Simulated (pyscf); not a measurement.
H₃C–Re(=O)(=O)=O (SMILES [CH3][Re](=[O])(=[O])=[O]) + H• (SMILES [H]) → CH₄ (SMILES C) + [O=Re(=O)=O]• (SMILES [O]=[Re](=[O])=[O]) (substitution at C; doublet surface; C–Re broken, C–H formed). Structures and frequencies: ωB97X-D3(BJ)/def2-SVP in PySCF. Energies in kJ/mol from the separated reactants.

```json
[
 {"level": "ωB97X-D3(BJ)/def2-TZVP", "barrier": "?", "reaction energy": "-105.1"},
 {"level": "PBE/def2-TZVP", "barrier": "?", "reaction energy": "?"},
 {"level": "r²SCAN/def2-TZVP", "barrier": "37.5", "reaction energy": "-114.3"},
 {"level": "B3LYP-D3(BJ)/def2-TZVP", "barrier": "41.6", "reaction energy": "-126.1"},
 {"level": "PBE0-D3(BJ)/def2-TZVP", "barrier": "50.1", "reaction energy": "-110.7"},
 {"level": "M06-2X/def2-TZVP", "barrier": "59.0", "reaction energy": "-135.5"}
]
```

Problem. Complete the blanks.

Solution. 
- ωB97X-D3(BJ)/def2-TZVP, barrier: 68.3
- PBE/def2-TZVP, barrier: 41.1
- PBE/def2-TZVP, reaction energy: -108.5

The functionals in the table span 30.8 kJ/mol in this barrier, from r²SCAN to ωB97X-D3(BJ)/def2-TZVP. One saddle was located; it need not be the lowest between these sides. The angle at the attacked C is 180°. Open-shell species with a d-block atom are single-reference here; other states, and whether the spin sits on metal or ligand, were not checked. Elements past Kr carry the def2 core potentials, without spin-orbit coupling.
